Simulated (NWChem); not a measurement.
# Correlation energy of P

```
P
```
Charge 0, spin multiplicity 4.

All runs are NWChem calculations.

Basis set: cc-pVDZ. Each correlation energy counts from its own Hartree-Fock reference.

The correlated methods keep 5 core orbitals frozen. The stability of the SCF solutions was not checked. Open-shell Hartree-Fock references start from PBE0 orbitals. Coupled-cluster values serve here as a point of comparison, not as the truth.

Question: Order these methods by the correlation energy they give, lowest first: CCSD[T] on UHF, SCS-UMP2, CCSD on ROHF, URI-MP2.

Answer: CCSD[T] on UHF (-82.3 mHa), CCSD on ROHF (-81.3 mHa), URI-MP2 (-63.5 mHa), SCS-UMP2 (-61.2 mHa)
